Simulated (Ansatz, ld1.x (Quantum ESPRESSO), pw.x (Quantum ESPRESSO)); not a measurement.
What a changed setting does to a pw.x run (bcc Rb)

Potential: PAW, ld1.x (Quantum ESPRESSO) 7.5, PBE; core [Ar] 3d10, reference 4s2 4p6 4d0 5s0 5p1; waves: 4s (bound): rcut 1.90, rcutus 2.50 bohr; 5s (bound, empty): rcut 1.90, rcutus 2.50 bohr; 4p (bound): rcut 2.30, rcutus 2.70 bohr; 5p (bound): rcut 2.30, rcutus 2.70 bohr; 4d (bound, empty): rcut 3.80, rcutus 4.50 bohr; 4d channel at 0.35 Ry: rcut 3.80, rcutus 4.50 bohr; local part: all-electron potential smoothed inside 4.00 bohr (lloc = -1); core correction: none; augmentation: PSQ, radius 2.05 bohr.

The reference run (k-mesh 8³, cutoffs 40/320 Ry, Fermi–Dirac 0.01 Ry, mixing_beta 0.4, conv_thr 1e-9, no spin) gives 0.01 GPa at 91.801 Å³/atom, where all-electron LAPW gives -0.00 GPa. This run, with its own iteration cap, changes k-mesh points per axis to 4.

```
&control
  calculation='scf', prefix='x', pseudo_dir='./', outdir='./tmp', tstress=.true., disk_io='none'
/
&system
  ibrav=0, nat=1, ntyp=1, ecutwfc=40, ecutrho=320, nbnd=12,
  occupations='smearing', smearing='fd', degauss=0.01
/
&electrons
  conv_thr=1e-09, mixing_beta=0.4, electron_maxstep=70
/
ATOMIC_SPECIES
Rb 1.0 Rb.UPF
CELL_PARAMETERS angstrom
  -2.84181503 2.84181503 2.84181503
  2.84181503 -2.84181503 2.84181503
  2.84181503 2.84181503 -2.84181503
ATOMIC_POSITIONS crystal
Rb 0.0000 0.0000 0.0000
K_POINTS automatic
4 4 4 0 0 0
```

```bash
pw.x < Rb.scf.in > Rb.scf.out
```

Question: How does the run end?

Answer: It converges in 13 iterations; the free energy moves by +25.3 meV/atom and the pressure by +0.06 GPa.

```
Message from routine setup:
     using ibrav=0 with symmetry is DISCOURAGED, use correct ibrav instead
     lattice parameter (alat)  =       9.3015  a.u.
     unit-cell volume          =     619.5039 (a.u.)^3
     number of electrons       =         9.00
     number of Kohn-Sham states=           12
     kinetic-energy cutoff     =      40.0000  Ry
     charge density cutoff     =     320.0000  Ry
     scf convergence threshold =      1.0E-09
     Exchange-correlation= SLA  PW   PBX  PBC
     number of k points=     8  Fermi-Dirac smearing, width (Ry)=  0.0100
     iteration #  1     ecut=    40.00 Ry     beta= 0.40
     total energy              =    -239.92114304 Ry
     estimated scf accuracy    <       0.01499876 Ry
     iteration #  2     ecut=    40.00 Ry     beta= 0.40
     total energy              =    -239.92009657 Ry
     estimated scf accuracy    <       0.00275523 Ry
     iteration #  3     ecut=    40.00 Ry     beta= 0.40
     total energy              =    -239.92115800 Ry
     estimated scf accuracy    <       0.00017554 Ry
     iteration #  4     ecut=    40.00 Ry     beta= 0.40
     total energy              =    -239.92106483 Ry
     estimated scf accuracy    <       0.00077532 Ry
     iteration #  5     ecut=    40.00 Ry     beta= 0.40
     total energy              =    -239.92104278 Ry
     estimated scf accuracy    <       0.00010720 Ry
     iteration #  6     ecut=    40.00 Ry     beta= 0.40
     total energy              =    -239.92105609 Ry
     estimated scf accuracy    <       0.00000983 Ry
     iteration #  7     ecut=    40.00 Ry     beta= 0.40
     total energy              =    -239.92105384 Ry
     estimated scf accuracy    <       0.00000742 Ry
     iteration #  8     ecut=    40.00 Ry     beta= 0.40
     total energy              =    -239.92105488 Ry
     estimated scf accuracy    <       0.00000026 Ry
     iteration #  9     ecut=    40.00 Ry     beta= 0.40
     total energy              =    -239.92105516 Ry
     estimated scf accuracy    <       0.00000006 Ry
     iteration # 10     ecut=    40.00 Ry     beta= 0.40
     total energy              =    -239.92105515 Ry
     estimated scf accuracy    <       0.00000003 Ry
     iteration # 11     ecut=    40.00 Ry     beta= 0.40
     total energy              =    -239.92105515 Ry
     estimated scf accuracy    <          7.4E-09 Ry
     iteration # 12     ecut=    40.00 Ry     beta= 0.40
     total energy              =    -239.92105515 Ry
     estimated scf accuracy    <          6.2E-09 Ry
     iteration # 13     ecut=    40.00 Ry     beta= 0.40
     the Fermi energy is     1.9195 ev
!    total energy              =    -239.92105515 Ry
     estimated scf accuracy    <          6.9E-10 Ry
     smearing contrib. (-TS)   =      -0.00616139 Ry
     convergence has been achieved in  13 iterations
          total   stress  (Ry/bohr**3)                   (kbar)     P=        0.61
     Message from routine punch:
     Nothing written, as per user request (disk_io='none')
```

The run took about 15 s on one core of a shared host (Neoverse-V2, 96 threads, 742 GiB, load 113).
